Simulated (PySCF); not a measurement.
**CCSDT(Q)/6-31G run of AlH3 (SMILES [H][Al]([H])[H])**

Aim: the energy change on altering one bond length of AlH3 at CCSDT(Q)/6-31G, from 2 runs. Input form: a Python script.

The results are computed with PySCF 2.14.0.

8 further runs of the same task are left out: 8 set aside as unsound or not needed.

**1. The structure to begin with**

The species is AlH3 (4 atoms), meant as a singlet with charge 0. SMILES: `[H][Al]([H])[H]`. Geometry: a GFN2-xTB relaxation, a rough one for these elements and not checked as a minimum.

Bond lengths: Al1–H2 1.553 Å, Al1–H3 1.553 Å, Al1–H4 1.553 Å. Angles: H2–Al1–H3 120.0°, H2–Al1–H4 120.0°, H3–Al1–H4 120.0°.

**2. A single-point energy at CCSDT(Q)/6-31G**

input.py reads:

```python
from pyscf import gto, scf, cc

mol = gto.M(
    atom='''
Al    -0.000019    -0.000038     0.000038
H      2.934083    -0.057674     0.027609
H     -1.416936     2.569725    -0.036132
H     -1.517129    -2.512013     0.008466
''',
    max_memory=1860,
    charge=0,
    basis='6-31g',
    unit='bohr',
    verbose=3,
)

hf = scf.RHF(mol)
hf.conv_tol = 1e-10
hf.kernel()
if not hf.converged:
    hf = hf.newton().run(hf.mo_coeff, hf.mo_occ)

mycc = cc.CCSDT(hf, frozen=5)
mycc.kernel()
e_bracket, e_q = mycc.ccsdt_q()
energy = mycc.e_tot + e_q
print(f'total energy: {energy:.8f} hartree')
```

Run with:

```bash
$ OMP_NUM_THREADS=1 python input.py
```

What it wrote:

```text
converged SCF energy = -243.586200451429
_make_eris_incore_RCCSDT

WARN: A large `blksize` is being used, which may cause large memory consumption
      for storing contraction intermediates. If memory is sufficient, consider using
      `pyscf.cc.rccsdt_highm.RCCSDT` instead.

WARN: A large `blksize_oovv` is being used, which may cause large memory consumption
      for storing contraction intermediates. If memory is sufficient, consider using
      `pyscf.cc.rccsdt_highm.RCCSDT` instead.

WARN: A large `blksize_oooo` is being used, which may cause large memory consumption
      for storing contraction intermediates. If memory is sufficient, consider using
      `pyscf.cc.rccsdt_highm.RCCSDT` instead.

RCCSDT converged
E(RCCSDT) = -243.6451479148856   E_corr = -0.05894746345660287
E_corr(same-spin) = -0.00208341667055551
E_corr(oppo-spin) = -0.0568640467860474
_make_eris_incore_RCCSDT
total energy: -243.64516879 hartree
```

Wall time 0.87 s (1 thread of Arm Neoverse V1, shared host); peak memory 0.11 GiB.

**3. The distorted shape at the same level**

calc.py reads:

```python
from pyscf import gto, cc

system = gto.M(
    atom=[
    ('Al', (-0.776298, 0.015229, -0.007275)),
    ('H', (1.552650, -0.030520, 0.014610)),
    ('H', (-1.526098, 1.375089, -0.026415)),
    ('H', (-1.579118, -1.314051, -0.002815)),
],
    spin=0,
    max_memory=1860,
    verbose=4,
    basis='6-31g',
)

mf = system.RHF()
mf.conv_tol = 1e-10
mf.kernel()
if not mf.converged:
    mf = mf.newton().run(mf.mo_coeff, mf.mo_occ)

mycc = cc.CCSDT(mf, frozen=5)
mycc.kernel()
e_bracket, e_q = mycc.ccsdt_q()
e_tot = mycc.e_tot + e_q
print('E = %.10f Eh' % e_tot)
```

Run with:

```bash
$ OMP_NUM_THREADS=1 python calc.py
```

What it wrote:

```text
PySCF version 2.14.0

[INPUT] num. atoms = 4
[INPUT] num. electrons = 16
[INPUT] charge = 0
[INPUT] spin (= nelec alpha-beta = 2S) = 0
[INPUT] symmetry False subgroup None
[INPUT] Mole.unit = angstrom
[INPUT] Symbol           X                Y                Z      unit          X                Y                Z       unit  Magmom
[INPUT]  1 Al    -0.776298000000   0.015229000000  -0.007275000000 AA   -1.466990611048   0.028778639151  -0.013747757556 Bohr   0.0
[INPUT]  2 H      1.552650000000  -0.030520000000   0.014610000000 AA    2.934083267306  -0.057674441322   0.027608898680 Bohr   0.0
[INPUT]  3 H     -1.526098000000   1.375089000000  -0.026415000000 AA   -2.883907259246   2.598541606902  -0.049917115580 Bohr   0.0
[INPUT]  4 H     -1.579118000000  -1.314051000000  -0.002815000000 AA   -2.984100538371  -2.483196503711  -0.005319579041 Bohr   0.0

nuclear repulsion = 12.3222092566106
number of shells = 13
number of NR pGTOs = 58
number of NR cGTOs = 19
basis = 6-31g
ecp = {}

[... 33 lines left out ...]
converged SCF energy = -243.525970458514
[... 16 lines left out ...]
WARN: A large `blksize` is being used, which may cause large memory consumption
[... 3 lines left out ...]
WARN: A large `blksize_oovv` is being used, which may cause large memory consumption
[... 3 lines left out ...]
WARN: A large `blksize_oooo` is being used, which may cause large memory consumption
[... 12 lines left out ...]
Init t2, MP2 energy = -243.573251873521  E_corr(MP2) -0.047281415007
[... 13 lines left out ...]
RCCSDT converged
[... 5 lines left out ...]
E = -243.5993351599 Eh
```

It took 1 s on 1 thread of Arm Neoverse V1, shared host; peak memory 0.12 GiB.

**4. Results**

Level: CCSDT(Q)/6-31G, 5 core orbitals frozen.

| quantity | value |
| --- | --- |
| first shape: total energy | -243.64517 Eh |
| first shape: dipole moment (Hartree–Fock density) | 0.00 D |
| first shape: HOMO energy (Hartree–Fock orbitals) | -11.74 eV |
| first shape: LUMO energy (Hartree–Fock orbitals) | 0.79 eV |
| first shape: HOMO–LUMO gap (Hartree–Fock orbitals) | 12.53 eV |
| first shape: correlation energy (5 core orbitals frozen) | -59.0 mEh |
| first shape: T1 diagnostic | 0.010 |
| distorted shape: total energy | -243.59934 Eh |
| distorted shape: dipole moment (Hartree–Fock density) | 1.80 D |
| distorted shape: HOMO energy (Hartree–Fock orbitals) | -9.65 eV |
| distorted shape: LUMO energy (Hartree–Fock orbitals) | 0.44 eV |
| distorted shape: HOMO–LUMO gap (Hartree–Fock orbitals) | 10.09 eV |
| distorted shape: correlation energy (5 core orbitals frozen) | -73.4 mEh |
| distorted shape: T1 diagnostic | 0.019 |
| energy change with the Al1–H2 bond stretched from 1.553 to 2.330 Å | 1.247 eV |

In words: With the Al1–H2 bond stretched from 1.553 to 2.330 Å the energy rises by 1.25 eV (120 kJ/mol). The first shape isn't relaxed at this level, so the change isn't measured from a minimum. Mulliken charges (distorted shape) of the mean-field density run from -0.25 on H3 to +0.72 on Al1.
